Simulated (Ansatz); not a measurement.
Dissociation curve of Li2, singlet.

Methods: RKS-PBE = restricted PBE/aug-cc-pVTZ run with Ansatz (an electronic-structure program); UKS-PBE = unrestricted PBE/aug-cc-pVTZ (Ansatz); RKS-CAM-B3LYP = restricted CAM-B3LYP/aug-cc-pVTZ (Ansatz); FCI = full CI/aug-cc-pVTZ, frozen core (Ansatz).

Energies relative to the lowest point of each curve near equilibrium, in kcal/mol; the last columns give the error against full CI:

```tsv
R / Å	RKS-PBE	UKS-PBE	RKS-CAM-B3LYP	FCI	RKS-PBE − FCI	UKS-PBE − FCI	RKS-CAM-B3LYP − FCI
2.08	11.1	11.1	10.4	10.6	0.5	0.5	-0.3
2.18	7.4	7.4	6.7	7.0	0.4	0.4	-0.3
2.34	3.3	3.3	2.7	3.0	0.3	0.3	-0.3
2.45	1.5	1.5	1.1	1.3	0.2	0.2	-0.2
2.59	0.3	0.3	0.1	0.2	0.1	0.1	-0.1
2.69	0.0	0.0	0.0	0.0	0.0	0.0	0.0
2.74	0.0	0.0	0.1	0.0	0.0	0.0	0.0
2.87	0.3	0.3	0.6	0.4	-0.1	-0.1	0.2
2.93	0.6	0.6	1.0	0.8	-0.2	-0.2	0.2
2.98	0.9	0.9	1.4	1.1	-0.2	-0.2	0.3
3.12	1.9	1.9	2.8	2.3	-0.4	-0.4	0.5
3.43	5.1	5.0	6.7	5.7	-0.6	-0.6	1.0
3.69	8.0	7.8	10.3	8.8	-0.8	-1.0	1.6
4.12	13.0	12.0	16.6	13.6	-0.6	-1.6	3.0
4.57	17.7	15.3	22.6	17.5	0.2	-2.2	5.1
4.92	20.8	17.1	26.8	19.7	1.2	-2.6	7.1
5.42	24.5	18.7	32.0	21.6	2.8	-2.9	10.4
6.00	27.6	19.6	36.9	22.8	4.8	-3.1	14.1
6.73	30.2	20.1	41.5	23.4	6.8	-3.4	18.1
7.46	31.8	20.2	44.8	23.6	8.1	-3.5	21.2
8.30	32.7	20.2	47.6	23.7	9.0	-3.5	23.8
```

RKS-PBE is furthest from FCI at 8.30 (9.0 kcal/mol, above); its mean absolute error over the points is 1.8 kcal/mol.

UKS-PBE is furthest from FCI at 8.30 (-3.5 kcal/mol, below); its mean absolute error over the points is 1.3 kcal/mol.

RKS-CAM-B3LYP is furthest from FCI at 8.30 (23.8 kcal/mol, above); its mean absolute error over the points is 5.1 kcal/mol.

The restricted form behind RKS-PBE, RKS-CAM-B3LYP keeps the bonding electrons paired and can't separate into open-shell fragments. The unrestricted determinant behind UKS-PBE is spin-contaminated at 3.43 to 8.30 Å (<S²> up to 1.0, against 0.00 for a pure singlet).
